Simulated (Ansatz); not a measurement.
Method: frozen-core CCSD(T)/def2-TZVPP // PBE0-D3(BJ)/def2-TZVP (Ansatz, a quantum-chemistry and plane-wave program).

Ansatz 0.2 input:
```yaml
crystal:
  periodic: [false, false, false]
  atoms:
    - { symbol: C, position_ang: [1.155221, 0.024087, -0.000004] }
    - { symbol: C, position_ang: [-0.044757, 0.000412, 0.0] }
    - { symbol: H, position_ang: [-1.110464, -0.024501, 0.000004] }
basis:
  gaussian: { orbitals: def2-TZVPP }
correlation:
  method: ccsd_t
magnetization:
  spin_polarized: true
  initial_magnetization: 1
```

Output:

```
Functional definition: HF
463 factors; integrals over basis functions are off by at most 1.1e-3 eV
mean field evaluation 1: about -2070.7950 eV, gradient 1.6e1 eV
mean field evaluation 2: about -2070.8024 eV, gradient 1.6e1 eV
mean field evaluation 4: about -2072.5513 eV, gradient 3.4e0 eV
mean field evaluation 8: about -2072.8836 eV, gradient 8.6e-1 eV
mean field evaluation 16: about -2072.2291 eV, gradient 7.0e0 eV
mean field evaluation 32: about -2072.4796 eV, gradient 1.9e-6 eV
mean field evaluation 64: about -2072.4944 eV, gradient 1.6e-2 eV
mean field evaluation 96: about -2072.3070 eV, gradient 3.0e0 eV
mean field evaluation 128: about -2072.4795 eV, gradient 3.5e-2 eV
mean field evaluation 160: about -2072.4771 eV, gradient 2.2e-1 eV
mean field evaluation 192: about -2071.6967 eV, gradient 1.4e1 eV
mean field evaluation 224: about -2072.4796 eV, gradient 4.1e-3 eV
mean field -2072.96413767 eV, -76.1800269538 hartree, gradient 7.8e-6 eV, S^2 1.108023; 9 other end points of the search recorded, 0 dependent functions left out
determinant -2072.96413767 eV, -76.1800269538 hartree, with singles and doubles -2080.45526743 eV, -76.4553208950 hartree
determinant -2072.49523974 eV, -76.1627952728 hartree, with singles and doubles -2079.91934139 eV, -76.4356259762 hartree
determinant -2072.47959614 eV, -76.1622203810 hartree, with singles and doubles -2079.84979000 eV, -76.4330700095 hartree
determinant -2072.47958270 eV, -76.1622198872 hartree, with singles and doubles -2079.84935523 eV, -76.4330540322 hartree
determinant -2072.43853000 eV, -76.1607112282 hartree, with singles and doubles -2080.26237147 eV, -76.4482320991 hartree
determinant -2072.96413767 eV, -76.1800269538 hartree, with singles and doubles -2080.42890093 eV, -76.4543519439 hartree
determinant -2072.49523974 eV, -76.1627952728 hartree, with singles and doubles -2079.75788525 eV, -76.4296925724 hartree
determinant -2072.43853000 eV, -76.1607112282 hartree, with singles and doubles -2080.40744925 eV, -76.4535636092 hartree
2 core orbitals not correlated
reference -2072.96413767 eV, -76.1800269538 hartree; 5, 4 occupied and 69, 70 virtual orbitals, 463 factors
second order -6.56209098 eV of doubles, -0.00000000 eV of singles
cycle   1  -7.46476086 eV  change    2.4e-6 eV  update   2.7e-6
perturbative correction -0.39386512 eV, -0.0144742761 hartree
Total energy: -2080.82276365 eV, -76.4688261317 hartree
```

Cost: about 25 core-seconds (a rough figure).
